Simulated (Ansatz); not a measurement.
**CHF₂N: vertical ionisation energy**

The task here is to estimate one member of a computed series from the others.

The runs use Ansatz 0.2.0, Gaussian basis; unrestricted cation, the program's frozen cores in correlated methods.

The runs, in order: UKS PBE-D4/def2-TZVPP; UKS r2SCAN-D4/def2-TZVPP; UKS PBE0-D4/def2-TZVPP; UKS B3LYP-D4/def2-TZVPP; UKS wB97X-V/def2-TZVPP; UKS wB97M-V/def2-TZVPP; UKS B2PLYP/def2-TZVPP; UHF-CCSD(T)/def2-TZVPP; UHF-MP2/def2-QZVPP; extrapolation to the limit; then −ε(HOMO) from the neutral's earlier runs with LDA (SPW92), PBE-D4, revPBE-D4, BLYP-D4, r2SCAN-D4, B97M-V, PBE0-D4, B3LYP-D4, r2SCANh-D4, r2SCAN0-D4, HSE06-D4, BHLYP-D4, CAM-B3LYP-D4, LC-ωPBE, ωB97X-V, ωB97M-V.

## Structure used throughout

An earlier PBE0-D4 in a triple-zeta def2 set relaxation fixed the geometry.

SMILES `N=C(F)F`, 5 atoms, charge 0, spin multiplicity 1.

Atoms are counted from 1 here; the program's logs count them from 0.

Bond lengths: N1–C2 1.236 Å, N1–H5 1.014 Å, C2–F3 1.304 Å, C2–F4 1.320 Å. Angles: C2–N1–H5 111.7°, N1–C2–F3 123.4°, N1–C2–F4 128.2°, F3–C2–F4 108.4°.

Set-up of the first run:

Contents of in.yaml:

```yaml
crystal:
  periodic: [false, false, false]
  atoms:
    - {symbol: N, position_ang: [0.122851, 0.962903, 0.094492]}
    - {symbol: C, position_ang: [0.107069, -0.271631, 0.150555]}
    - {symbol: F, position_ang: [0.712126, -0.955930, 1.081528]}
    - {symbol: F, position_ang: [-0.488312, -1.118499, -0.668029]}
    - {symbol: H, position_ang: [-0.403834, 1.309557, -0.699946]}
basis:
  gaussian: {orbitals: def2-TZVPP}
total_charge: 1
magnetization: {spin_polarized: true, initial_magnetization: 1}
hamiltonian: {xc: pbe, dispersion: d4}
```

Launch:

```bash
$ ansatz run in.yaml --threads 2 --pin off --events-out ev --progress --plain --max-ram 4352MiB
```

Steps of the session up to this table: Cation, UKS PBE-D4/def2-TZVPP; Cation, UKS r2SCAN-D4/def2-TZVPP; Cation, UKS PBE0-D4/def2-TZVPP; Cation, UKS B3LYP-D4/def2-TZVPP; Cation, UKS wB97X-V/def2-TZVPP; Cation, UKS wB97M-V/def2-TZVPP; Cation, UKS B2PLYP (frozen core)/def2-TZVPP; Cation, UHF-CCSD(T)/def2-TZVPP; Cation, UHF-MP2/def2-QZVPP.

One of the session's tables, all rows but one given; the rest of the session is left out.

It belongs to the step «Ionisation energies side by side». Orbital estimates, from the neutral's runs:

| functional | −ε(HOMO) (eV) |
| --- | --- |
| LDA (SPW92) | ? |
| PBE-D4 | 7.69 |
| revPBE-D4 | 7.62 |
| BLYP-D4 | 7.60 |
| r2SCAN-D4 | 8.10 |
| B97M-V | 8.27 |
| PBE0-D4 | 9.43 |
| B3LYP-D4 | 9.16 |
| r2SCANh-D4 | 8.75 |
| r2SCAN0-D4 | 9.72 |
| HSE06-D4 | 9.02 |
| BHLYP-D4 | 10.96 |
| CAM-B3LYP-D4 | 10.96 |
| LC-ωPBE | 12.35 |
| ωB97X-V | 11.98 |
| ωB97M-V | 11.89 |

**Question.** Estimate the row for LDA (SPW92).

**Answer.** −ε(HOMO) (eV): 7.85. In the column «−ε(HOMO) (eV)» it lies between PBE-D4 (7.69) and r2SCAN-D4 (8.10).
